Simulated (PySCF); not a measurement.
**Shapes and spin states of CF₂**

Level of theory: PySCF, B3LYP, basis C def2-TZVP, F def2-TZVP (no relativity, density fitting).

Relaxations began from a few typed shapes and spin states; open shells are unrestricted. The search is not exhaustive: other isomers or separated fragments can lie lower, and high-lying points may rest on an excited occupation.

Which is the lowest minimum found?
A. singlet C2v: C–F 1.304 Å (×2); F–C–F 104.8°
B. singlet D∞h: C–F 1.525 Å (×2); F–C–F 180.0°
C. triplet C2v: C–F 1.318 Å (×2); F–C–F 119.6°

A. The others lie at 219.7 (triplet C2v), 488.7 (singlet D∞h, a saddle point) kJ/mol above it.

Counting electrons, carbon keeps 2 of its valence electrons outside its bonds, so the VSEPR class is AX2E1 and the expected shape is bent (C2v), as computed.
